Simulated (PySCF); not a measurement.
C4H4S.
Geometry (PBE0-D3(BJ)/def2-SVP, Å), atoms numbered from 1 in this order:
```xyz
9
C4H4S angstrom
C     -0.762   -0.666   -0.026
C      0.661   -0.736   -0.026
C      1.244    0.504   -0.009
S      0.069    1.755    0.007
C     -1.223    0.624   -0.009
H     -1.419   -1.537   -0.037
H      1.229   -1.666   -0.038
H      2.306    0.748   -0.005
H     -2.255    0.972   -0.005
```

Method: PySCF, PBE0-D3(BJ)/def2-SVP geometry optimisation, gas phase.

Masses are those of the commonest isotopes; rigid-rotor values at the optimised geometry. 

Question: Give the principal moments of inertia and the rotational constants in GHz.

Answer: Ia = 62.82, Ib = 93.42, Ic = 156.25 u·Å²; 505379 MHz·u·Å²/I gives 8044, 5410 and 3235 MHz, that is A = 8.0444, B = 5.4096, C = 3.2345 GHz.

Question: What kind of rotor is it?

Answer: An asymmetric top. Ray's parameter κ = (2B − A − C)/(A − C) = -0.096; −1 is the prolate and +1 the oblate limit.

Question: What does the inertial defect say?

Answer: Planar: Δ = Ic − Ia − Ib = 0.00 u·Å². For a rigid frame Δ = −2 Σ m c², so it vanishes when all atoms lie in the ab plane; here none is more than 0.01 Å from it.

Question: List the rotational levels J(Ka,Kc) to J = 2 (cm⁻¹).

Answer: Above 0(0,0):
J = 1: 1(0,1) 0.2883, 1(1,1) 0.3762, 1(1,0) 0.4488
J = 2: 2(0,2) 0.8350, 2(1,2) 0.8803, 2(1,1) 1.0980, 2(2,1) 1.3617, 2(2,0) 1.3916
Those of J = 1 are B + C, A + C and A + B.

Question: Which lines would a microwave search look for?

Answer: The dipole components are |μa| = 0.46 D, |μb| = 0.00 D, |μc| = 0.00 D; the symmetry axis of this C2v structure is a, so μb and μc vanish by symmetry and there are no b-type or c-type lines. Some lines, for components of 0.1 D or more:

| type | branch | J(Ka,Kc) | MHz | lower level (cm⁻¹) |
| --- | --- | --- | --- | --- |
| a | Q | 5(4,1) ← 5(4,2) | 501 | 6.402 |
| a | Q | 2(2,0) ← 2(2,1) | 899 | 1.362 |
| a | Q | 4(3,1) ← 4(3,2) | 1592 | 4.059 |
| a | Q | 1(1,0) ← 1(1,1) | 2175 | 0.376 |
| a | Q | 3(2,1) ← 3(2,2) | 3798 | 2.227 |
| a | Q | 2(1,1) ← 2(1,2) | 6525 | 0.880 |
| a | R | 1(0,1) ← 0(0,0) | 8644 | 0.000 |
| a | Q | 3(1,2) ← 3(1,3) | 12794 | 1.620 |
| a | R | 2(1,2) ← 1(1,1) | 15113 | 0.376 |
| a | Q | 5(2,3) ← 5(2,4) | 16140 | 4.732 |
| a | R | 2(1,1) ← 1(1,0) | 19463 | 0.449 |
| a | R | 3(1,3) ← 2(1,2) | 22187 | 0.880 |
| a | R | 3(0,3) ← 2(0,2) | 23034 | 0.835 |
| a | Q | 5(1,4) ← 5(1,5) | 27556 | 3.771 |
| a | R | 3(1,2) ← 2(1,1) | 28456 | 1.098 |
| a | R | 4(1,4) ← 3(1,3) | 28952 | 1.620 |
| a | R | 4(0,4) ← 3(0,3) | 29305 | 1.603 |
| a | R | 4(2,3) ← 3(2,2) | 33847 | 2.227 |
| a | R | 5(0,5) ← 4(0,4) | 35649 | 2.581 |
| a | R | 4(2,2) ← 3(2,1) | 39058 | 2.353 |
| a | R | 5(2,4) ← 4(2,3) | 41253 | 3.356 |
| a | R | 5(1,4) ← 4(1,3) | 42931 | 3.259 |
| a | R | 5(4,2) ← 4(4,1) | 45188 | 4.894 |
| a | R | 5(3,2) ← 4(3,1) | 48027 | 4.113 |
| a | R | 5(2,3) ← 4(2,2) | 48384 | 3.656 |

Question: Estimate the classical rotational partition function at 25 K, 298.15 K and 500 K.

Answer: Point group C2v, symmetry number σ = 2; q = (√π/σ)·√((kT/h)³/(ABC)), k/h = 20836.6 MHz/K: 888 at 25 K, 36600 at 298.15 K, 79400 at 500 K.

PBE0-D3(BJ)/def2-SVP frequencies: not computed here. Constants of a rigid frame at the computed geometry: no zero-point averaging, no centrifugal distortion.
